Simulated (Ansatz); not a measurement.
# H3O+ (singlet): wave-function methods side by side at scale of all distances = 1.528, 6-31G

How much of the correlation energy of H3O+ (singlet) does each wave-function method recover here?

Program: Ansatz 0.2.0, Gaussian basis. Level of theory: 6-31G, core rule «outside noble gas», up to 1 orbitals frozen. These are calculated values, not measurements.

To be run: UHF; CCSD(T) on RHF; CCSD(T) on UHF; BCCD(T) on RHF; CISD; CCSDT(Q) on RHF; CCSDT(Q) on UHF; CISDTQ; CCSDTQ on RHF; CCSDTQ on UHF; CASSCF and MRCISD+Q, 2 electrons in 2 orbitals; CASSCF and NEVPT2, 2 electrons in 2 orbitals; CASSCF and MRCISD+Q, 8 electrons in 7 orbitals; CASSCF and MRCISD+Q(relaxed), 8 electrons in 7 orbitals; CASSCF and NEVPT2, 8 electrons in 7 orbitals; Full CI.

17 further runs of the same task are left out: 1 for a known fault of the program, 13 that didn't finish, 3 set aside as unsound or not needed. Runs told in other sessions of the task aren't counted.

## Step 1: The system

The geometry derives from a PBE0/def2-TZVP stationary point (not a proven minimum). All distances are scaled together.

4 atoms, charge 1, spin multiplicity 1.

Atoms are counted from 1 here; the program's logs count them from 0.

No contacts short enough for the rule that draws bonds.

## Step 2: UHF

in.yaml reads:

```yaml
crystal:
  periodic: [false, false, false]
  atoms:
    - {symbol: O, position_ang: [0.000239, -0.000159, -0.064058]}
    - {symbol: H, position_ang: [1.437895, 0.021651, 0.344266]}
    - {symbol: H, position_ang: [-0.738856, 1.236796, 0.333104]}
    - {symbol: H, position_ang: [-0.702840, -1.255916, 0.339443]}
basis:
  gaussian: {orbitals: 6-31G}
total_charge: 1
magnetization: {spin_polarized: true, initial_magnetization: 0}
hamiltonian: {xc: hf}
output: {orbitals: {seedname: orbitals}}
```

Run with:

```console
$ ansatz run in.yaml --threads 1 --pin off --events-out ev --progress --plain --max-ram 2393MiB
```

The runs that follow: CCSD(T) on RHF; CCSD(T) on UHF; BCCD(T) on RHF; CISD; CCSDT(Q) on RHF; CCSDT(Q) on UHF; CISDTQ; CCSDTQ on RHF; CCSDTQ on UHF; CASSCF and MRCISD+Q, 2 electrons in 2 orbitals; CASSCF and NEVPT2, 2 electrons in 2 orbitals; CASSCF and MRCISD+Q, 8 electrons in 7 orbitals; CASSCF and MRCISD+Q(relaxed), 8 electrons in 7 orbitals; CASSCF and NEVPT2, 8 electrons in 7 orbitals; Full CI.

Before running them: what should the planned runs give, taken together? Wanted: FCI from the RHF energy; RMP2 from FCI; UMP2 from FCI; RCCSD from FCI; RCCSD(T) from FCI; UCCSD(T) from FCI; RCCSDT(Q) from FCI; UCCSDT(Q) from FCI; NEVPT2 pair from FCI.

As calculated:

| quantity | value |
| --- | --- |
| FCI from the RHF energy | -5.4788 eV |
| RMP2 from FCI | +36.3 kJ/mol |
| UMP2 from FCI | +102.5 kJ/mol |
| RCCSD from FCI | +16.9 kJ/mol |
| RCCSD(T) from FCI | +3.4 kJ/mol |
| UCCSD(T) from FCI | +7.1 kJ/mol |
| RCCSDT(Q) from FCI | -0.9 kJ/mol |
| UCCSDT(Q) from FCI | -1.2 kJ/mol |
| NEVPT2 pair from FCI | +28.6 kJ/mol |
| MRCISD+Q pair from FCI | +5.1 kJ/mol |
| NEVPT2 valence from FCI | +24.6 kJ/mol |
| levels within 1 kcal/mol (43 meV) | RCCSD(T), BCCD(T), RCCSDT, UCCSDT, CISDTQ, RCCSDT(Q), UCCSDT(Q), RCCSDTQ, UCCSDTQ, MRCISD valence, MRCISD+Q valence, MRCISD+Q(relaxed) valence |
| T1 diagnostic | 0.044 |
| effectively unpaired electrons | 0.15 |

**Reading.** RCCSD(T) lands +3.4 kJ/mol from the yardstick (0.6 % of the correlation energy). CCSD(T) misses by +3.4 kJ/mol on the restricted determinant and by +7.1 kJ/mol on the unrestricted one; the two need not hold the same state or core. RCCSDT(Q), UCCSDT(Q), MRCISD+Q(relaxed) valence fall below full CI: unrestricted runs freeze a spin-polarised core, another one than full CI's, and coupled cluster isn't variational. The occupations are near whole numbers, but T1 = 0.044 shows that the orbitals relax strongly. Of the multireference levels listed MRCISD+Q(relaxed) valence comes nearest in total energy (-0.5 kJ/mol), which doesn't show that its space is the better one. These misses are within one basis, not against nature.
